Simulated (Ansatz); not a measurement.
# BH₃F (doublet): from Hartree-Fock to the top rungs at distance B1–H4 along a hydrogen transfer = 1.110 Å, cc-pVDZ

An exercise on one series of results from a longer session: the logs are not shown, and one member is left open.

Program: Ansatz 0.2.0, Gaussian basis. Level of theory: cc-pVDZ, core rule «outside noble gas», up to 2 orbitals frozen. These are calculated values, not measurements.

The runs, in order: UHF; CCSD(T) on ROHF; CCSD(T) on UHF; BCCD(T) on ROHF; CISD; CCSDT(Q) on ROHF; CCSDT(Q) on UHF; CASSCF and MRCISD+Q, 3 electrons in 3 orbitals; CASSCF and NEVPT2, 3 electrons in 3 orbitals.

14 further runs of the same task are left out: 9 for a known fault of the program, 4 that didn't finish, 1 set aside as unsound or not needed.

**The geometry**

The geometry derives from fragments relaxed apart (PBE0/def2-TZVP) and kept rigid, so it is no stationary point. A hydrogen atom is moved between rigid fragments.

5 atoms, charge 0, spin multiplicity 2.

Atoms are counted from 1 here; the program's logs count them from 0.

Bond lengths: B1–H2 1.193 Å, B1–H3 1.193 Å, B1–H4 1.110 Å. Angles: H2–B1–H3 120.0°, H2–B1–H4 120.0°, H3–B1–H4 120.0°.

Set-up of the first run:

The input, in.yaml:

```yaml
crystal:
  periodic: [false, false, false]
  atoms:
    - {symbol: B, position_ang: [-1.396574, 0.000000, 0.000000]}
    - {symbol: H, position_ang: [-1.993307, 1.033571, 0.000000]}
    - {symbol: H, position_ang: [-1.993307, -1.033571, 0.000000]}
    - {symbol: H, position_ang: [-0.286574, 0.000000, 0.000000]}
    - {symbol: F, position_ang: [1.021426, 0.000000, 0.000000]}
basis:
  gaussian: {orbitals: cc-pVDZ}
magnetization: {spin_polarized: true, initial_magnetization: 1}
hamiltonian: {xc: hf}
output: {orbitals: {seedname: orbitals}}
```

Command:

```sh
$ ansatz run in.yaml --threads 1 --pin off --events-out ev --progress --plain --max-ram 2393MiB
```

Steps of the session up to this table: UHF; CCSD(T) on ROHF; CCSD(T) on UHF; BCCD(T) on ROHF; CISD; CCSDT(Q) on ROHF; CCSDT(Q) on UHF; CASSCF and MRCISD+Q, 3 electrons in 3 orbitals; CASSCF and NEVPT2, 3 electrons in 3 orbitals.

One table of the session follows, with a row left open; its other results are not shown here.

```
     method  from UCCSDT(Q) (meV)
       ROHF               +8278.1
        UHF               +8062.9
       RMP2               +1131.8
       UMP2               +1120.5
       CISD                +744.5
      RCCSD                +144.2
      UCCSD                +139.0
   RCCSD(T)                 +29.7
   UCCSD(T)                 +29.3
    BCCD(T)                     ?
     RCCSDT                 +11.9
     UCCSDT                 +11.3
  RCCSDT(Q)                  +0.4
  UCCSDT(Q)                     0
CASSCF pair               +7786.8
NEVPT2 pair               +1019.7
```

Q: Estimate the row for BCCD(T) from the others.

**Answer.** from UCCSDT(Q) (meV): +31.1. In the column «from UCCSDT(Q) (meV)» it lies between RCCSD(T) (+29.7) and UCCSD (+139.0).

Not comparable, so not listed: CASSCF and MRCISD+Q, 3 electrons in 3 orbitals (they don't share determinant, frozen orbitals or solution with the rows shown, or repeat one).

Caveats from the session: Restricted and unrestricted rows rest on different reference determinants; where their highest levels disagree by more than a few hundredths of an eV, they describe different states and don't form one ladder. Warnings in the runs' records: passed over end.
